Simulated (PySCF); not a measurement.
## Gas-phase acidity of N-methylformamide

System: N-methylformamide, `CNC=O` (C2H5NO). Atom numbers as in the mapped SMILES `[CH3:1][NH:2][CH:3]=[O:4]`.

Level of theory: ωB97X-D3(BJ)/ma-def2-TZVP single points in PySCF, grid level 2; every species was optimised with PBE0-D3(BJ)/ma-def2-SVP. The prefix ma- adds one diffuse s and one diffuse p function on all atoms but H. ωB97X-D3(BJ) is ωB97X-V with D3(BJ) in place of VV10. Zero-point and thermal terms (298.15 K, 1 bar) come from unscaled PBE0-D3(BJ)/ma-def2-SVP harmonic frequencies, with soft modes damped to free rotors in the entropy.

| site | product | ΔH(acid) / kcal/mol | ΔG(acid) / kcal/mol | gas share | above best in THF / kcal/mol | above best in dichloromethane / kcal/mol |
| --- | --- | --- | --- | --- | --- | --- |
| C3 (carbonyl-type carbon) | `CN[C-]=O` | 396.4 | 388.6 | > 99.9 % | 0.00 | 0.00 |
| C1 (methyl carbon) | `[CH2-]NC=O` | 403.0 | 395.9 | < 0.1 % | 9.66 | 9.71 |

ΔH and ΔG refer to AH → A⁻ + H⁺ in the gas phase. Shares are Boltzmann weights among the listed products; an error of 10 kJ/mol changes a ratio about 56-fold. Sites whose products fell apart, merged with another or lost in a GFN2-xTB screen aren't listed. Values in solvent are IEF-PCM free energies relative to the most favourable product.

Among these, C3 (carbonyl-type carbon) wins by 7.3 kcal/mol in gas-phase free energy over C1.

In THF the product from C3 is solvated 52.7 kcal/mol more strongly than the parent (electrostatics only).

In dichloromethane the product from C3 is solvated 54.2 kcal/mol more strongly than the parent (electrostatics only).

Vertical detachment energies of the anions: `[CH2-]NC=O` 0.77 eV, `CN[C-]=O` 0.99 eV.

Measured values (NIST Chemistry WebBook, evaluated or the median of agreeing entries): deprotonation enthalpy (ΔH) 1508 kJ/mol (computed 1526, difference 18); gas-phase acidity (ΔG) 1479 kJ/mol (computed 1496, difference 17). These are compared with the most favourable site that keeps the skeleton.

Caveats: N2 is not listed: the run failed or kept an imaginary mode, or the ion rearranged or equalled another; N–H, O–H and S–H positions are as a rule more acidic than C–H.

Hardware: 1 thread of Arm Neoverse V1, shared with other jobs. Command: `OMP_NUM_THREADS=1 python redox_run.py task.json out`. Structures, frequencies and single points: 7.3 min.
